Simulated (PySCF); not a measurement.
SMILES COC=O (C2H4O2) at its PBE0/def2-SVP optimised geometry (Å):

```
8

C      1.3558    -0.5979     0.0000
O     -0.0640    -0.5979     0.0000
C     -0.6445     0.5985     0.0000
O     -0.0714     1.6495    -0.0001
H      1.7471    -0.0893    -0.8936
H      1.6646    -1.6495     0.0032
H      1.7472    -0.0837     0.8903
H     -1.7472     0.4695     0.0003
```

Method: PBE0/def2-TZVP (PySCF).

Map of the Laplacian of the electron density (e/bohr⁵), clipped to [-1.50, 1.50] on the plane z = 0.8 Å:

```
|#########################|
|#########################|
|#########################|
|#########################|
|##########%%%%###########|
|#########%%%%%%##########|
|#########%%@@%%%#########|
|########%%%@@@%%#########|
|#######%%%%@@%%%#########|
|######%%%%%%%%%%#########|
|######%%%%%%%%%%%%%%#####|
|######%%%%%%%%%%%%%%#####|
|######%%%%%%%%%%# *%%####|
|########%%%@@@%%#:#%%####|
|########%%%@@@%%%#%%%####|
|#########%%@@%%%%%%%#####|
|##########%%%%%%%%%%#####|
|###########%%%%%%%%%#####|
|################%%%######|
|#########################|
|#########################|
|#########################|
|#########################|
|#########################|
|#########################|
```
Scale: ten equal steps from -1.50 (start of ' ') to 0.402 (end of '@'), in the order ' .:-=+*#%@'; x runs from -4.00 to 4.00, y from -4.00 (bottom) to 4.00 (top).
